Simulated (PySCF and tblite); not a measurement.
The numbers below are computed, except where a source is named.
C₅H₉N, numbered as in [CH3:1][CH2:2][CH2:3][CH2:4][C:5]#[N:6].

Conformers came from 90 starts (ETKDG, MMFF94s, GFN2-xTB); geometries are GFN2-xTB. Free energies are PBE0-D3(BJ)/def2-SVP (IEF-PCM, chloroform) single points with GFN2-xTB rigid-rotor and vibrational terms (modes under about 100 cm⁻¹ blended into free rotors). Symmetry numbers and mirror images are counted. Conformers within 3 kcal/mol (GFN2-xTB free energy) were kept, 10 at most. Couplings: B3LYP/6-31G* with pcJ-1 on H (gas phase; spin-dipole term only for pairs with B, N, F, Si or P). Couplings are for ¹H; a prime marks the second kind of pair between the same two sets of atoms. H–H couplings come out 0.1 to 0.9 Hz lower than with pcJ-1 on all atoms. (PySCF 2.14, tblite 0.8.)

Torsions listed: C1–C2–C3–C4, C2–C3–C4–C5. Of a mirror pair one member is shown.

| conformer | shape | weight % |
| --- | --- | --- |
| 1 | 180°, -64° | 40.8 |
| 2 | 180°, 180° | 21.0 |
| 3 | 66°, 60° | 20.9 |
| 4 | -66°, -175° | 14.5 |
| 5 | -67°, 80° | 2.9 |

(1) Give the couplings in each conformer and the averages at 298.15 K (pairs that fast motion interchanges averaged).

## Answers

(1) 
```
  coupling  pairs      1      2      3      4      5  average (Hz)
 ²J(H1,H1)      3  -13.8  -13.9  -13.9  -14.0  -14.2         -13.9
 ³J(H1,H2)      6    7.3    7.3    7.5    7.5    7.7           7.4
 ²J(H2,H2)      1  -13.2  -12.9  -14.5  -14.3  -14.2         -13.6
 ³J(H2,H3)      2   12.8   12.9    2.5    2.7    2.7           8.9
³J(H2,H3′)      2    4.0    4.0    8.9    8.8    8.7           5.8
 ²J(H3,H3)      1  -13.5  -13.6  -14.0  -14.1  -14.4         -13.7
 ³J(H3,H4)      2    3.2   13.9    4.2   14.1    1.1           7.2
³J(H3,H4′)      2    9.4    4.2    9.3    4.2   10.6           7.5
 ²J(H4,H4)      1  -17.5  -17.2  -17.8  -16.9  -18.1         -17.5
```
